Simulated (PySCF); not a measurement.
# C5H10Cl: g tensor and hyperfine couplings

C5H10Cl (doublet state).
Z-matrix (Å and degrees, GFN2-xTB geometry), rows numbered from 1:
```
C 
C   1  1.5246
C   2  1.5244  1  110.67
C   2  1.5529  1  110.79  3  -121.82
C   4  1.4731  2  113.88  1   -59.78
Cl  5  1.6982  4  119.27  2   -69.44
H   1  1.0878  2  110.32  3   -57.25
H   1  1.0882  2  110.45  3    62.60
H   1  1.0872  2  110.73  3  -177.10
H   2  1.0947  1  108.89  3   119.82
H   3  1.0877  2  110.35  1    58.71
H   3  1.0880  2  110.35  1   -60.95
H   3  1.0877  2  110.97  1   178.80
H   4  1.0918  2  108.69  1    61.43
H   4  1.0943  2  107.12  1   178.68
H   5  1.0744  4  122.95  2    91.90
```

The hyperfine couplings belong to this conformer and change with its torsions.

As a line formula: `CC(C)C[CH]Cl` [radical].

Method used: PySCF 2.14.0, UKS B3LYP, pcH-1 on C Cl H, non-relativistic, mean-field spin-orbit, GIAO. Geometry: GFN2-xTB, one conformer, isolated molecule. The geometry wasn't refined by DFT: couplings that depend on bond lengths, twists or pyramidal angles can differ widely from those at the functional's own minimum. No stability test was run, so a lower SCF solution isn't excluded.

```
g1, g2, g3        : 2.00165, 2.00735, 2.00921
g_iso             : 2.00607
Form of g         : rhombic: the two nearest values differ by 25 % of g3 − g1
⟨S²⟩              : 0.7540 (exact 0.7500)
α and β electrons : 29, 28
Total energy      : -656.72862 Eh
```

Hyperfine couplings atom by atom, in MHz; T1 to T3 are the principal values of the dipolar part; ρ(0) is the spin density at the nucleus:

```tsv
atom	isotope	a_iso	of which spin–orbit	T1	T2	T3	Mulliken spin population	ρ(0) (bohr⁻³)
C1	13C	0.7	0.0	-1.1	0.1	1.1	0.00	0.0006
C2	13C	56.3	0.0	-6.7	-6.3	13.0	0.05	0.0501
C3	13C	-1.0	0.0	-0.9	-0.8	1.7	0.00	-0.0009
C4	13C	-29.3	0.0	-2.0	-0.7	2.7	-0.08	-0.0261
C5	13C	130.8	0.5	-80.4	-79.7	160.1	0.94	0.1159
Cl6	35Cl	6.0	-0.1	-30.6	-20.2	50.8	0.09	0.0139
H7	1H	-0.7	0.0	-1.6	-0.9	2.5	0.00	-0.0002
H8	1H	0.6	0.0	-1.9	-1.5	3.5	0.00	0.0001
H9	1H	0.4	0.0	-4.5	-2.8	7.3	0.00	0.0001
H10	1H	-4.7	0.0	-4.8	-1.0	5.8	0.00	-0.0011
H11	1H	5.4	0.0	-1.2	-0.5	1.8	0.00	0.0012
H12	1H	0.2	0.0	-1.3	-0.9	2.3	0.00	0.0001
H13	1H	-0.1	0.0	-1.5	-0.8	2.3	0.00	0.0000
H14	1H	11.6	0.0	-5.4	-4.1	9.6	0.01	0.0026
H15	1H	59.7	0.0	-4.8	-4.7	9.5	0.03	0.0134
H16	1H	-57.8	0.1	-37.2	-1.4	38.6	-0.04	-0.0130
```

Largest spin populations (Mulliken): C5 (+0.94), Cl6 (+0.09) and C4 (-0.08). C5 is the only atom above +0.15. The positive populations add up to 1.12 and the negative ones to -0.12, together 2S = 1. The angles at C5 add up to 357.5°, so it is nearly planar; its axial dipolar tensor and the negative coupling of its proton fit spin in a p orbital normal to that plane.

Axes: g2 points within 14° of the C5–Cl6 bond.

Under fast tumbling the dipolar parts average out, and these isotropic splittings remain: 1 × 1H (H16, I = 1/2, 2 lines) with 2.06 mT, 2 × 1H (H14/H15, I = 1/2, 3 lines) with 1.27 mT, 1 × 35Cl (Cl6, I = 3/2, 4 lines) with 0.21 mT, 1 × 1H (H10, I = 1/2, 2 lines) with 0.17 mT and 6 × 1H (H7 (×6), I = 1/2, 7 lines) with 0.03 mT.

Means are taken over nuclei equivalent by connectivity, which assumes that they swap fast. The six 1H nuclei of mean +1.0 MHz run from -0.7 to 5.4 MHz in the frozen geometry. The 1H value of +35.7 MHz is a mean of couplings from 11.6 to 59.7 MHz in this one geometry, not an average over conformers.

Main isotope only: 35Cl (natural samples also hold 24 % 37Cl, magnetic too, which adds its own pattern).

The 13C coupling of C5 (130.8 MHz) shows only in satellite lines or after enrichment, since that isotope makes up about 1.07 % of natural carbon.

The spin density at the nucleus, in bohr⁻³, is negative for C4 (-0.0261), H16 (-0.0130) and H10 (-0.0011), for instance. A restricted open-shell determinant has no negative spin density anywhere; here it arises because α and β orbitals differ (spin polarisation).
